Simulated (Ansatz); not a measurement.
bcc Ta was calculated with r²SCAN-D4 (Ansatz, a first-principles code, plane waves, PAW).

Run with plane-wave cutoff 560 eV, 24×24×24 k mesh, Fermi–Dirac smearing 0.05 eV, scalar-relativistic PAW data made under PBE.

Cell (relaxed at this level):

```xyz
1
Lattice="-1.6503 1.6503 1.6503 1.6503 -1.6503 1.6503 1.6503 1.6503 -1.6503" Properties=species:S:1:pos:R:3 pbc="T T T"
Ta     0.0000     0.0000     0.0000
```

Q: What does this level give for the bulk modulus B0 and pressure derivative B′ of the bulk modulus?

A: 
* **bulk modulus B0**: 203 GPa
* **pressure derivative B′ of the bulk modulus**: 3.8

The run finds no gap.

Measured, for comparison: bulk modulus 198 GPa (corrected for temperature and zero-point phonon effects, our sources range from 194 to 203; as tabulated in Levämäki et al. (2014), arXiv:1402.3671). Computed (rounded) less measured: bulk modulus +3 % (inside the range of the sources held).

Spin–orbit coupling is not included.

The computed numbers hold no vibrational or temperature effects.

Cost on a shared machine: very roughly 2.1 core-minutes.
